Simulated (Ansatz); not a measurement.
**Scan of the H5–Si2–Cl3 angle**

SiH2SCl (SMILES [S][SiH2]Cl), doublet, at its PBE0-D4/def2-TZVP minimum:

S1  (-1.049, -0.395, 1.686)
Si2  (0.115, -0.062, -0.036)
Cl3  (-0.707, 1.239, -1.392)
H4  (0.286, -1.368, -0.713)
H5  (1.405, 0.513, 0.413)
(Å)

The angle H5–Si2–Cl3 (107.7° at the minimum) is set to the values below, H5, with anything bonded beyond it, turning rigidly in the plane of the angle. Each method's energies count from its own value at the PBE0-D4 minimum structure. Program: Ansatz 0.2.0. Basis: def2-TZVPP. Cores are frozen in the correlated methods; orbitals are unrestricted.

CCSD(T) energies along the scan:
| angle (°) | CCSD(T) (eV) |
| --- | --- |
| 83.7 | 0.456 |
| 89.7 | 0.246 |
| 95.7 | 0.105 |
| 101.7 | 0.025 |
| 107.7 | 0.000 |
| 113.7 | 0.025 |
| 119.7 | 0.094 |
| 125.7 | 0.205 |
| 131.7 | 0.354 |
They count from the CCSD(T) energy at the PBE0-D4 minimum.

Minimum and curvature along this coordinate at CCSD(T): A fifth-order fit through the nearest points gives 107.6°, with a curvature of about 1.4 meV/deg².

Largest difference from the CCSD(T) curve over the scan: PBE0-D4 0.024; wB97M-V 0.012; MP2 0.013 eV. Each curve counts from its own value at the minimum.

The T1 diagnostic stays at or below 0.016. ⟨S²⟩ of the unrestricted Hartree–Fock references: 0.76 (a pure state has 0.75).

For scale, one of the runs: CCSD(T)/def2-TZVPP, 154 basis functions (an equivalent command: `ansatz run in.yaml --threads 4`). Time: 23 s of wall clock on 4 CPU threads; the host was shared. Peak host memory: 2.1 GiB.
